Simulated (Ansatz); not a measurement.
A nudged elastic band was laid between two geometries of H2O + H6Si2 (11 atoms, charge 0, multiplicity 1).

Method: Ansatz, RHF/def2-SVP.

| Quantity | Value |
| --- | --- |
| movable images | 5 |
| climbing image | yes |
| spring | 5.0 eV/Å² |
| optimiser | quadratic models (default) |
| start path | through a guess of the saddle point |
| force threshold | 0.05 eV/Å |
| iteration limit | 60 |
| end points | relaxed |

First end point:

```xyz
11
Properties=species:S:1:pos:R:3
Si -0.170 0.384 -0.218
H -0.350 0.639 1.231
H 1.274 0.325 -0.544
H -0.754 1.538 -0.954
Si -1.272 -1.612 -0.870
H -1.998 -2.222 0.272
H -2.271 -1.329 -1.934
H -0.312 -2.605 -1.414
O 0.940 -2.136 1.371
H 1.435 -2.870 1.037
H 0.512 -2.449 2.154
```

Last end point:

```xyz
11
Properties=species:S:1:pos:R:3
Si 0.376 -0.303 -0.616
H -0.531 -1.246 3.703
H 1.282 -0.128 -1.780
H -0.146 1.019 -0.216
Si -1.398 -1.749 -1.237
H -2.384 -1.878 -0.135
H -2.089 -1.222 -2.442
H -0.866 -3.101 -1.552
O 1.208 -0.899 0.692
H 1.699 -1.702 0.622
H -0.117 -1.126 3.092
```

Q: Which bonds break or form, and what moves?

A: Bonds broken: Si1–H2, O9–H11. Bonds formed: Si1–O9, H2–H11. H2O + H6Si2 becomes H2 + H6OSi2.

Q: What energy profile does the band end with?

A: It converged. The highest image is number 2 of 0 to 6, 62.3 kcal/mol above the first end and 67.6 kcal/mol above the last; the last end lies 5.3 kcal/mol below the first. Neighbouring images differ by up to 2.9 eV, so the band resolves the path poorly. A vibrational analysis at the climbing image gives one clearly imaginary mode, 1716i cm⁻¹: a first-order saddle point. The orbitals stay closed-shell, which can raise the energy where a bond breaks towards radicals; this wasn't checked here.

```
image  path coordinate (Å)  energy (kcal/mol)  Si1–H2 (Å)  O9–H11 (Å)  Si1–O9 (Å)
    0                 0.00                0.0        1.48        0.95        3.18
    1                 2.27                2.1        1.48        0.95        3.24
    2                 4.53               62.3        1.82        1.11        1.86
    3                 6.49               -4.2        3.37        2.45        1.66
    4                 8.44               -5.1        4.33        2.83        1.66
    5                10.40               -5.2        4.55        2.73        1.66
    6                12.35               -5.3        4.51        2.75        1.66
```

Q: What is the geometry of the highest image?

A: 
```xyz
11
Properties=species:S:1:pos:R:3
Si 0.005 -0.306 0.101
H 0.980 0.415 1.462
H 0.994 0.256 -0.839
H -1.088 0.601 0.518
Si -1.189 -1.909 -1.236
H -2.170 -2.681 -0.418
H -1.947 -1.224 -2.317
H -0.279 -2.902 -1.871
O 0.632 -1.609 1.271
H 0.119 -2.296 1.688
H 0.977 -0.680 1.771
```

Time of the run: 3.7 min on 1 thread of Arm Neoverse V1, on a shared host, peak memory 0.17 GiB.
